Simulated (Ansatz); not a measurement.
The input, for Ansatz 0.2.0:

```yaml
crystal:
  periodic: [false, false, false]
  atoms:
    - {symbol: B, position_ang: [0.000000, 0.000000, 2.566880]}
    - {symbol: N, position_ang: [0.000000, 0.000000, -0.787120]}
    - {symbol: H, position_ang: [0.000000, 0.000000, -1.779759]}
basis:
  gaussian: {orbitals: cc-pVDZ}
correlation: {active_space: {window: {electrons: 3, orbitals: 3}}}
accuracy: high
scf: {lower_state_search: light}
magnetization: {spin_polarized: true, initial_magnetization: 1}
```

```sh
$ ansatz run in.yaml --threads 1 --pin off --events-out ev --progress --plain --max-ram 2393MiB
```

Q: One thing in this input was set wrong on purpose, beside settings that are merely unusual. What is the gravest fault, and what does the program do?

A: Active space on unrestricted orbitals. How the run ends: refused.
```
Error: invalid value for `correlation.active_space`: it starts from restricted Hartree–Fock orbitals; set hamiltonian.xc: hf without magnetization.spin_polarized
```
